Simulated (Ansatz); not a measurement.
Geometry optimisation, RKS B3LYP/def2-SVP (Ansatz 0.2.0).

The input (input.yaml):

```yaml
crystal:
  periodic: [false, false, false]
  atoms:
    - { symbol: Al, position_ang: [-0.008674, 0.254504, -0.017731] }
    - { symbol: Cl, position_ang: [-0.009184, 0.432652, 2.179786] }
    - { symbol: H, position_ang: [1.406052, 0.313843, -0.704984] }
    - { symbol: H, position_ang: [-1.421962, 0.270134, -0.710253] }
    - { symbol: F, position_ang: [0.080892, -2.469129, 0.906192] }
    - { symbol: H, position_ang: [0.098177, -2.098204, 1.75779] }
basis:
  gaussian: { orbitals: def2-SVP }
hamiltonian:
  xc: b3lyp
relax:
  f_tol: 0.03
  max_steps: 50
```

Command:

```bash
$ ansatz run input.yaml --threads 1 --pin off --max-ram 2048MiB --backend cpu --events-out ev --progress --plain --runs-dir out
```

**Question.** Where does it end, and by what steps?

**Answer.** The run converged. After 7 steps the energy has fallen by 0.410 eV; F5 moved furthest, 0.52 Å. Joined: Al1–F5 (2.88 → 2.03 Å).

| step | energy less start (eV) | largest force component (eV/Å) | accepted |
| --- | --- | --- | --- |
| 0 | 0.0000 | 0.843 | yes |
| 1 | -0.1433 | 0.446 | yes |
| 2 | -0.3100 | 0.652 | yes |
| 3 | -0.3589 | 0.741 | yes |
| 4 | -0.3996 | 0.149 | yes |
| 5 | -0.4053 | 0.085 | yes |
| 6 | -0.4095 | 0.068 | yes |
| 7 | -0.4098 | 0.023 | yes |

```xyz
6
Properties=species:S:1:pos:R:3
Al 0.009 -0.064 0.077
Cl 0.005 0.260 2.261
H 1.407 0.149 -0.613
H -1.402 0.071 -0.607
F 0.058 -2.001 0.683
H 0.069 -1.712 1.609
```

Whether the end is a true minimum wasn't checked by a vibrational analysis.

The run took 29 s on 1 thread of Arm Neoverse N1, with other jobs on the host, peak memory 0.13 GiB.
